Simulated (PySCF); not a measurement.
Gas-phase reaction: C3H4 (propyne) + 3 CH4 → 2 C3H8

Energies from PySCF, thermal terms from the rigid-rotor harmonic-oscillator model, ideal gas at 1 bar. Table values come from the NASA 1993 polynomials. † marks an energy on the PBE0/def2-TZVP geometry and frequencies; other levels use their own. 6-31G* has spherical d functions here. All species are closed-shell singlets.

Levels: a) BLYP/def2-TZVP†; b) PBE0/def2-TZVP; c) HF/6-31G*; d) LDA/def2-TZVP†.

Problem. Order the levels by the distance of their ΔH°(298 K) from the table for this reaction, closest first.

Solution. c (-2 kJ), b (-30 kJ), a (+56 kJ), d (-86 kJ)

The table gives -170 kJ. The order holds for this reaction alone, and for the 1993 entries, some of which have been revised since.
